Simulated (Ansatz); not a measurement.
## Two structures, one formula

Two isomers of C2H3Si, doublet, relaxed at PBE0-D4/def2-TZVP (vibrations not checked).

A:

```csv
atom,x (Å),y (Å),z (Å)
C1,-0.6497,-1.5876,-0.2159
C2,-0.2670,-0.4475,-0.0815
Si3,0.1546,1.2981,0.0839
H4,-0.9744,-2.5963,-0.3315
H5,1.1627,1.7090,-0.9242
H6,0.5738,1.6244,1.4692
```

B:

```csv
atom,x (Å),y (Å),z (Å)
C1,-0.5847,-0.5400,-0.2328
C2,0.3140,0.3360,-0.6901
Si3,0.7826,-0.3148,0.9351
H4,-1.5195,-0.9474,-0.5987
H5,0.4165,0.9396,-1.5838
H6,0.5912,0.5266,2.1703
```

Computed with Ansatz 0.2.0 (basis: def2-TZVPP); correlated methods freeze the cores; orbitals are unrestricted. B3LYP uses VWN-RPA correlation.

Problem. Which structure is lower at CCSD(T), and by how much? (To be estimated.)

Solution. By the calculation: A, by 0.320 eV (electronic energy, against the other). By their contacts, A is C₂H₃Si ([CH][C][SiH2]) and B is C₂H₃Si ([CH]1[CH][SiH]1).

All methods give the same order:

```json
{"method": "PBE-D4", "E(B) − E(A) (eV)": "0.109"}
{"method": "r2SCAN-D4", "E(B) − E(A) (eV)": "0.170"}
{"method": "PBE0-D4", "E(B) − E(A) (eV)": "0.074"}
{"method": "B3LYP-D4", "E(B) − E(A) (eV)": "0.320"}
{"method": "wB97M-V", "E(B) − E(A) (eV)": "0.196"}
{"method": "HF", "E(B) − E(A) (eV)": "0.532"}
{"method": "MP2", "E(B) − E(A) (eV)": "0.166"}
{"method": "CCSD", "E(B) − E(A) (eV)": "0.349"}
{"method": "CCSD(T)", "E(B) − E(A) (eV)": "0.320"}
```

T1 diagnostic: at most 0.030. ⟨S²⟩ of the unrestricted Hartree–Fock references: 0.76 to 0.85 (a pure state has 0.75). The unrestricted reference is spin-contaminated, which hurts MP2 most.

Labels in which every atom is bracketed show which atoms are joined, not bond orders.
